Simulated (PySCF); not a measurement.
System (SMILES): FCl (F-Cl).
Geometry (B3LYP-D3(BJ)/def2-TZVP, fixed):
```
F
Cl 1 1.6409
```
Charge 0, spin multiplicity 1.

Basis-set convergence of the mean static polarisability at HF with PySCF. All functions are spherical. Density fitting with generated auxiliary sets. No added dispersion term, no relativity. Reference: the value in aug-cc-pV(5+d)Z, 17.66 bohr³. Deviations are taken from unrounded values. Cost is core time over that of pcseg-3, rough, on shared machines of one kind; a dash marks a row that isn't timed (too short, read off another run, short of memory, by another algorithm or on other hardware).

| basis | functions | mean static polarisability (bohr³) | minus reference (%) | cost |
|---|---|---|---|---|
| pcseg-0 | 22 | 7.81 | -55.8 | - |
| pcseg-1 | 32 | 10.83 | -38.7 | - |
| aug-pcseg-1 | 50 | 17.63 | -0.2 | - |
| def2-SVPD | 50 | 17.16 | -2.8 | - |
| pcseg-2 | 64 | 11.62 | -34.2 | - |
| def2-TZVPD | 86 | 17.65 | 0.0 | - |
| def2-TZVPPD | 91 | 17.66 | 0.0 | - |
| aug-pcseg-2 | 96 | 17.66 | 0.0 | - |
| pcseg-3 | 124 | 15.20 | -13.9 | 1× |
| def2-QZVPPD | 145 | 17.65 | 0.0 | 2× |
| aug-pcseg-3 | 174 | 17.68 | 0.1 | 3× |
| pcseg-4 | 206 | 17.13 | -3.0 | 4× |

The smallest set listed that lies within 1 % of the reference with all its larger relatives (same family, alike in diffuse functions; a set with none counts only in the reference's own line) is aug-pcseg-1 (50 functions, -0.2 % off).
